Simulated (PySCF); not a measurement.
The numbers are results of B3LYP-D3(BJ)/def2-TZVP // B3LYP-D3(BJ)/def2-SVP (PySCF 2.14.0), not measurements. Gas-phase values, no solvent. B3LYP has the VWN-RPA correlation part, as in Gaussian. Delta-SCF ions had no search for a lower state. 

Reference species (SMILES): `CSC` (neutral, multiplicity 1).

- vertical ionisation energy (Delta-SCF): 8.63 eV
- HOMO: -6.05 eV
- HOMO–LUMO gap: 6.67 eV

After one change: the vertical ionisation energy (Delta-SCF) rises by 1.77 eV; the HOMO falls by 1.17 eV; the HOMO–LUMO gap increases by 0.78 eV.

Task: Which change was made? The new species is one of these.
(A) `[C-]#[O+]`
(B) `S`
(C) `CO`
(D) `c1ccncc1`

Result: B, `S`
